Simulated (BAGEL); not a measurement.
# A workflow on SiH2O2 (SMILES O[Si]O)

Wanted: a series of 15 runs (B3LYP/def2-SVP, RI-MP2/def2-SVP) of H2O2Si. 

The results are computed with BAGEL 1.2.2.

1 further run of the same task is left out (set aside as unsound or not needed).

## (1) The molecule

SiH2O2 has 5 atoms, charge 0, and is taken as a singlet. As SMILES, `O[Si]O`. One bond was lengthened or shortened from a relaxed shape.

Bond lengths: O1–Si2 1.642 Å, Si2–O3 1.663 Å, O1–H4 0.964 Å, O3–H5 0.816 Å. Angles: O1–Si2–O3 99.4°, Si2–O1–H4 117.5°, Si2–O3–H5 116.1°.

## (2) The energy at B3LYP/def2-SVP (density fitting with svp-jkfit) (run 1)

File calc.json:

```json
{ "bagel": [

{
  "title": "molecule",
  "basis": "svp",
  "df_basis": "svp-jkfit",
  "angstrom": true,
  "geometry": [
    { "atom": "O", "xyz": [      -1.313478,      -0.135680,      -0.220298 ] },
    { "atom": "Si", "xyz": [      -0.082278,      -0.821380,       0.622402 ] },
    { "atom": "O", "xyz": [       1.165722,       0.157420,       0.123302 ] },
    { "atom": "H", "xyz": [      -1.102178,       0.618820,      -0.781398 ] },
    { "atom": "H", "xyz": [       1.901100,      -0.013100,       0.433400 ] }
  ]
},

{
  "title": "ks",
  "xc_func": "b3lyp"
},

{
  "title": "print",
  "file": "orbitals.molden",
  "orbitals": true
}

]}
```

Launch:

```
$ BAGEL_NUM_THREADS=1 BAGEL calc.json > calc.out
```

Standard output:

```text
* using 1 threads per process

  ===============================================================
  ===============================================================

  *** Geometry ***

  { "atom" : "O", "xyz" : [     -2.482114,     -0.256398,     -0.416303 ] },
  { "atom" : "Si", "xyz" : [     -0.155483,     -1.552183,      1.176169 ] },
  { "atom" : "O", "xyz" : [      2.202895,      0.297481,      0.233007 ] },
  { "atom" : "H", "xyz" : [     -2.082815,      1.169400,     -1.476628 ] },
  { "atom" : "H", "xyz" : [      3.592558,     -0.024755,      0.819007 ] },

  Number of auxiliary basis functions:      318

  Since a DF basis is specified, we compute 2- and 3-index integrals:
    o Being stored without compression. Storage requirement is 0.008 GB

  Number of basis functions:       56
  Number of electrons      :       32

    * METHOD: MOLECULE                             0.08

  *** Kohn-Sham DFT ***

    * Removing 7843 points whose weight is below 1.00e-10
    * Grid points: 66687

  === Nuclear Repulsion ===
   104.6440540064

       - DIIS with orbital gradients will be used.

  === KS iteration (b3lyp / svp) ===
      0       -424.12902051          0.16773166           0.14
      1       -422.83247359          0.19101478           0.12
      2       -427.52880030          0.16318815           0.11
      3       -439.79520587          0.07181267           0.10
      4       -440.22524568          0.06144063           0.10
      5       -440.95405117          0.00980017           0.10
      6       -440.97035975          0.00506212           0.10
      7       -440.97550891          0.00049421           0.12
      8       -440.97554999          0.00010265           0.10
      9       -440.97555159          0.00004109           0.10
     10       -440.97555190          0.00000300           0.10
     11       -440.97555191          0.00000079           0.10
     12       -440.97555191          0.00000069           0.10
     13       -440.97555191          0.00000017           0.10
     14       -440.97555191          0.00000002           0.10
     15       -440.97555191          0.00000001           0.10
    * SCF iteration converged.

    * Permanent dipole moment:
           (   -0.609658,    -0.309608,     0.107960) a.u.

    * METHOD: KS                                   1.92

    * METHOD: PRINT                                0.01

  ===============================================================
```

Wall time 2.2 s (1 thread of Arm Neoverse V2, shared host); peak memory 0.2 GiB.

## (3) Bond 5-3 at 0.960 A: a single-point energy at RI-MP2/def2-SVP (density fitting with svp-jkfit) (run 2)

File input.json:

```json
{ "bagel": [

{
  "title": "molecule",
  "basis": "svp",
  "df_basis": "svp-jkfit",
  "angstrom": true,
  "geometry": [
    { "atom": "O", "xyz": [      -1.443235,      -0.105592,      -0.275015 ] },
    { "atom": "Si", "xyz": [      -0.212035,      -0.791292,       0.567685 ] },
    { "atom": "O", "xyz": [       1.035965,       0.187508,       0.068585 ] },
    { "atom": "H", "xyz": [      -1.231935,       0.648908,      -0.836115 ] },
    { "atom": "H", "xyz": [       1.901100,      -0.013100,       0.433400 ] }
  ]
},

{ "title": "hf" },

{ "title": "mp2", "ncore": 7 }

]}
```

Launch:

```
$ BAGEL_NUM_THREADS=1 BAGEL input.json > input.out
```

Standard output:

```text
* using 1 threads per process

  ===============================================================
  ===============================================================

  *** Geometry ***

  { "atom" : "O", "xyz" : [     -2.727319,     -0.199540,     -0.519703 ] },
  { "atom" : "Si", "xyz" : [     -0.400688,     -1.495325,      1.072769 ] },
  { "atom" : "O", "xyz" : [      1.957690,      0.354339,      0.129607 ] },
  { "atom" : "H", "xyz" : [     -2.328020,      1.226258,     -1.580028 ] },
  { "atom" : "H", "xyz" : [      3.592558,     -0.024755,      0.819007 ] },

  Number of auxiliary basis functions:      318

  Since a DF basis is specified, we compute 2- and 3-index integrals:
    o Being stored without compression. Storage requirement is 0.008 GB

  Number of basis functions:       56
  Number of electrons      :       32

    * METHOD: MOLECULE                             0.08

  *** RHF ***

  === Nuclear Repulsion ===
   103.6460173424

      * DIIS with orbital gradients will be used.

  === RHF iteration (svp) ===
      0       -439.39781177          0.03351925           0.02
      1       -439.55120738          0.02395583           0.02
      2       -439.66594591          0.00149912           0.02
      3       -439.66719639          0.00027501           0.02
      4       -439.66724627          0.00009636           0.02
      5       -439.66725050          0.00004230           0.02
      6       -439.66725119          0.00000990           0.02
      7       -439.66725124          0.00000223           0.02
      8       -439.66725124          0.00000071           0.02
      9       -439.66725124          0.00000036           0.02
     10       -439.66725124          0.00000009           0.02
     11       -439.66725124          0.00000003           0.02
     12       -439.66725124          0.00000001           0.02
     13       -439.66725124          0.00000000           0.02
    * SCF iteration converged.

    * Permanent dipole moment:
           (   -0.725355,    -0.255711,     0.037321) a.u.

    * METHOD: HF                                   0.33

  *** RHF ***

  === Nuclear Repulsion ===
   103.6460173424

      * DIIS with orbital gradients will be used.

  === RHF iteration (svp) ===
      0       -439.66725124          0.00000000           0.02
    * SCF iteration converged.

    * Permanent dipole moment:
           (   -0.725355,    -0.255711,     0.037321) a.u.

  === DF-MP2 calculation ===

    * freezing 7 orbitals
    * 3-index integral transformation done
    * assembly done

      MP2 correlation energy:   -0.4555362193      0.01

      MP2 total energy:       -440.1227874614

    * METHOD: MP2                                  0.05

  ===============================================================
```

Run time: 0.7 s. Hardware: 1 thread of Arm Neoverse V2, shared host; peak memory 0.14 GiB.

Runs 3 to 10 aren't shown in full; the table further down has their settings and results.

## (4) Bond 5-3 at 1.824 A: a single-point energy at B3LYP/def2-SVP (density fitting with svp-jkfit) (run 11)

File calc.json:

```json
{ "bagel": [

{
  "title": "molecule",
  "basis": "svp",
  "df_basis": "svp-jkfit",
  "angstrom": true,
  "geometry": [
    { "atom": "O", "xyz": [      -2.221775,       0.074937,      -0.603314 ] },
    { "atom": "Si", "xyz": [      -0.990575,      -0.610763,       0.239386 ] },
    { "atom": "O", "xyz": [       0.257425,       0.368037,      -0.259714 ] },
    { "atom": "H", "xyz": [      -2.010475,       0.829437,      -1.164414 ] },
    { "atom": "H", "xyz": [       1.901100,      -0.013100,       0.433400 ] }
  ]
},

{ "title": "ks", "xc_func": "b3lyp" },

{ "title": "print", "file": "orbitals.molden", "orbitals": true }

]}
```

Launch:

```
$ BAGEL_NUM_THREADS=1 BAGEL calc.json > calc.out
```

Standard output:

```text
* using 1 threads per process

  ===============================================================
  ===============================================================

  *** Geometry ***

  { "atom" : "O", "xyz" : [     -4.198546,      0.141610,     -1.140098 ] },
  { "atom" : "Si", "xyz" : [     -1.871915,     -1.154175,      0.452374 ] },
  { "atom" : "O", "xyz" : [      0.486463,      0.695489,     -0.490788 ] },
  { "atom" : "H", "xyz" : [     -3.799247,      1.567409,     -2.200424 ] },
  { "atom" : "H", "xyz" : [      3.592558,     -0.024755,      0.819007 ] },

  Number of auxiliary basis functions:      318

  Since a DF basis is specified, we compute 2- and 3-index integrals:
    o Being stored without compression. Storage requirement is 0.008 GB

  Number of basis functions:       56
  Number of electrons      :       32

    * METHOD: MOLECULE                             0.07

  *** Kohn-Sham DFT ***

    * Removing 6870 points whose weight is below 1.00e-10
    * Grid points: 67660

  === Nuclear Repulsion ===
   100.5038619700

       - DIIS with orbital gradients will be used.

  === KS iteration (b3lyp / svp) ===
      0       -424.09022364          0.15572492           0.14
      1       -418.22870029          0.17528593           0.11
      2       -413.94991903          0.21632282           0.10
      3       -435.64199422          0.10034716           0.10
      4       -435.07483671          0.12993982           0.10
      5       -440.49472149          0.03445148           0.10
      6       -440.42711058          0.04404589           0.10
      7       -440.45083584          0.04109724           0.11
      8       -440.48414155          0.03989194           0.11
      9       -440.81803453          0.01105854           0.11
     10       -440.84806937          0.00194792           0.10
     11       -440.84905999          0.00038209           0.10
     12       -440.84909762          0.00006931           0.10
     13       -440.84910020          0.00004773           0.10
     14       -440.84910140          0.00002547           0.10
     15       -440.84910203          0.00000600           0.10
     16       -440.84910210          0.00000569           0.10
     17       -440.84910211          0.00000204           0.10
     18       -440.84910211          0.00000018           0.10
     19       -440.84910211          0.00000003           0.10
     20       -440.84910211          0.00000001           0.13
    * SCF iteration converged.

    * Permanent dipole moment:
           (   -0.804846,    -0.283647,     0.041254) a.u.

    * METHOD: KS                                   2.41

    * METHOD: PRINT                                0.01

  ===============================================================
```

Run time: 2.7 s. Hardware: 1 thread of Arm Neoverse V2, shared host; peak memory 0.2 GiB.

Runs 12 to 14 aren't shown in full; the table further down has their settings and results.

## (5) Bond 5-3 at 2.688 A: a single-point energy at B3LYP/def2-SVP (density fitting with svp-jkfit) (run 15)

File input.json:

```json
{ "bagel" : [

{
  "title" : "molecule",
  "basis" : "svp",
  "df_basis" : "svp-jkfit",
  "angstrom" : "true",
  "geometry" : [
    { "atom" : "O", "xyz" : [   -3.000406,    0.255486,   -0.931651 ] },
    { "atom" : "Si", "xyz" : [   -1.769206,   -0.430214,   -0.088951 ] },
    { "atom" : "O", "xyz" : [   -0.521206,    0.548586,   -0.588051 ] },
    { "atom" : "H", "xyz" : [   -2.789106,    1.009986,   -1.492751 ] },
    { "atom" : "H", "xyz" : [    1.901100,   -0.013100,    0.433400 ] }
  ]
},
{ "title" : "ks", "xc_func" : "b3lyp" },
{ "title" : "print", "file" : "orbitals.molden", "orbitals" : "true" }

]}
```

Launch:

```
$ BAGEL_NUM_THREADS=1 BAGEL input.json > input.out
```

Standard output:

```text
* using 1 threads per process

  ===============================================================
  ===============================================================

  *** Geometry ***

  { "atom" : "O", "xyz" : [     -5.669946,      0.482799,     -1.760565 ] },
  { "atom" : "Si", "xyz" : [     -3.343315,     -0.812987,     -0.168093 ] },
  { "atom" : "O", "xyz" : [     -0.984937,      1.036677,     -1.111255 ] },
  { "atom" : "H", "xyz" : [     -5.270646,      1.908597,     -2.820891 ] },
  { "atom" : "H", "xyz" : [      3.592558,     -0.024755,      0.819007 ] },

  Number of auxiliary basis functions:      318

  Since a DF basis is specified, we compute 2- and 3-index integrals:
    o Being stored without compression. Storage requirement is 0.008 GB

  Number of basis functions:       56
  Number of electrons      :       32

    * METHOD: MOLECULE                             0.07

  *** Kohn-Sham DFT ***

    * Removing 6502 points whose weight is below 1.00e-10
    * Grid points: 68028

  === Nuclear Repulsion ===
    99.0548630557

       - DIIS with orbital gradients will be used.

  === KS iteration (b3lyp / svp) ===
      0       -424.11053143          0.15530130           0.14
      1       -418.50736353          0.16459761           0.11
      2       -416.32492845          0.23958236           0.12
      3       -434.55735117          0.11642303           0.12
      4       -435.92535509          0.12272545           0.12
      5       -440.44263432          0.02114536           0.12
      6       -440.37516192          0.01429006           0.12
      7       -440.47681599          0.01957491           0.12
      8       -440.63178495          0.00986765           0.10
      9       -440.65377085          0.00966040           0.10
     10       -440.65778162          0.00942512           0.10
     11       -440.66968125          0.01005946           0.10
     12       -440.27596419          0.01794416           0.10
     13       -440.66037204          0.02020701           0.10
     14       -440.54458347          0.01450940           0.10
     15       -440.77015720          0.00333949           0.10
     16       -440.74970790          0.00759885           0.10
     17       -440.76385271          0.00585470           0.10
     18       -440.77508618          0.00123720           0.10
     19       -440.77577717          0.00053557           0.10
     20       -440.77590094          0.00011444           0.13
     21       -440.77590570          0.00001659           0.11
     22       -440.77590578          0.00001189           0.10
     23       -440.77590585          0.00000428           0.10
     24       -440.77590586          0.00000036           0.10
     25       -440.77590586          0.00000013           0.10
     26       -440.77590586          0.00000005           0.10
     27       -440.77590586          0.00000003           0.10
     28       -440.77590586          0.00000003           0.10
     29       -440.77590586          0.00000000           0.10
    * SCF iteration converged.

    * Permanent dipole moment:
           (    0.075054,     0.031008,    -0.007083) a.u.

    * METHOD: KS                                   3.37

    * METHOD: PRINT                                0.01

  ===============================================================
```

It took 3.9 s on 1 thread of Arm Neoverse V2, shared host; peak memory 0.2 GiB.

## (6) Overview of the runs

```tsv
run	level	frozen core orbitals	partner	energy (Eh)	dipole moment (D)	HOMO energy (eV)	LUMO energy (eV)	wall time
1	B3LYP/def2-SVP (density fitting with svp-jkfit)	–	bond 5-3 at 0.816 A	-440.975552	1.76	-6.79	-1.06	2.2 s
2	RI-MP2/def2-SVP (density fitting with svp-jkfit)	7	bond 5-3 at 0.960 A	-440.122787	–	–	–	0.7 s
3	B3LYP/def2-SVP (density fitting with svp-jkfit)	–	bond 5-3 at 0.960 A	-441.006568	1.95	-6.71	-0.99	2.2 s
4	RI-MP2/def2-SVP (density fitting with svp-jkfit)	7	bond 5-3 at 1.104 A	-440.108490	–	–	–	0.68 s
5	B3LYP/def2-SVP (density fitting with svp-jkfit)	–	bond 5-3 at 1.104 A	-440.993272	2.10	-6.65	-0.94	2.3 s
6	RI-MP2/def2-SVP (density fitting with svp-jkfit)	7	bond 5-3 at 1.296 A	-440.067093	–	–	–	0.72 s
7	B3LYP/def2-SVP (density fitting with svp-jkfit)	–	bond 5-3 at 1.296 A	-440.953942	2.22	-6.58	-1.30	2.2 s
8	RI-MP2/def2-SVP (density fitting with svp-jkfit)	7	bond 5-3 at 1.536 A	-440.012369	–	–	–	0.72 s
9	B3LYP/def2-SVP (density fitting with svp-jkfit)	–	bond 5-3 at 1.536 A	-440.901449	2.25	-6.54	-3.11	3 s
10	RI-MP2/def2-SVP (density fitting with svp-jkfit)	7	bond 5-3 at 1.824 A	-439.959673	–	–	–	0.82 s
11	B3LYP/def2-SVP (density fitting with svp-jkfit)	–	bond 5-3 at 1.824 A	-440.849102	2.17	-6.52	-4.63	2.7 s
12	RI-MP2/def2-SVP (density fitting with svp-jkfit)	7	bond 5-3 at 2.208 A	-439.916322	–	–	–	0.84 s
13	B3LYP/def2-SVP (density fitting with svp-jkfit)	–	bond 5-3 at 2.208 A	-440.802743	1.10	-6.67	-5.46	3.3 s
14	RI-MP2/def2-SVP (density fitting with svp-jkfit)	7	bond 5-3 at 2.688 A	-439.900360	–	–	–	0.84 s
15	B3LYP/def2-SVP (density fitting with svp-jkfit)	–	bond 5-3 at 2.688 A	-440.775906	0.21	-6.84	-5.76	3.9 s
```

## (7) Outcome

```
                                  quantity          value
 bond 5-3 at 2.688 A, run 15: total energy  -440.77591 Eh
bond 5-3 at 2.688 A, run 15: dipole moment         0.21 D
  bond 5-3 at 2.688 A, run 15: HOMO energy       -6.84 eV
  bond 5-3 at 2.688 A, run 15: LUMO energy       -5.76 eV
bond 5-3 at 2.688 A, run 15: HOMO–LUMO gap        1.08 eV
```

In words: In runs 10, 11, 12, 13, 14, 15 a closed-shell determinant meets a far-stretched bond, which it describes badly. All runs together took 27 s, the longest 3.9 s.
